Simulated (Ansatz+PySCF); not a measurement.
A calculation with PySCF 2.14.0.

```python
from pyscf import gto, scf, cc

mol = gto.M(atom="""
Na 0.000000 0.000000 0.000000
H 2.035510 0.000000 0.000000
H -3.607260 0.000000 0.000000
""", basis='sto-3g', charge=0, spin=1)
mf = scf.UHF(mol)
mf.kernel()
mycc = cc.CCSD(mf, frozen=1).run()
et = mycc.ccsd_t()
print(mf.e_tot, mycc.e_corr, et, mycc.e_tot + et)
```

The script is written out from the run's settings.

Output:

| Property | Result |
| --- | --- |
| Converged | yes |
| Reference energy | -160.75083 hartree |
| CCSD correlation energy | -0.05463 hartree |
| Triples correction | -0.00218 hartree |
| Total energy | -160.80764 hartree |
| Spin squared of the determinant | 0.750 |
